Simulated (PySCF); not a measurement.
Ionising NaS

UHF-MP2; basis Na aug-pcseg-1, S aug-pcseg-1; no relativity; PySCF 2.14. Neutral (UHF): doublet (π ↑), Re = 2.553 Å, ωe = 311 cm⁻¹, De = 2.33 eV.

NaS⁻ (RHF): singlet (closed shell), Re = 2.490 Å, ωe = 320 cm⁻¹. The energies at the minima are -559.47071 hartree for NaS and -559.50472 for NaS⁻.

Work out the adiabatic electron affinity, without and with harmonic zero-point energies (1 hartree = 27.2114 eV, 1 eV = 8065.5 cm⁻¹), and the change of the bond length.

At MP2: 0.03401 hartree = 0.925 eV between the minima; the zero-point term (311.0 − 320.0)/2 cm⁻¹ = -0.001 eV makes it 0.925 eV. Re changes by -6.3 pm against the neutral. The electron enters a π orbital, and the shorter bond of the ion fits a bonding orbital, or a change in how ionic the bond is.

Correlated steps freeze 6 core orbitals. Correlated levels converge slowly with the basis: in double zeta they bind strong bonds too weakly, by up to about 1 eV, and carry superposition errors of some tenths. States were picked by a PBE0 search and need not be the measured ground states.

Neutral and ion stand on different kinds of reference determinant, which adds to the error of the difference.
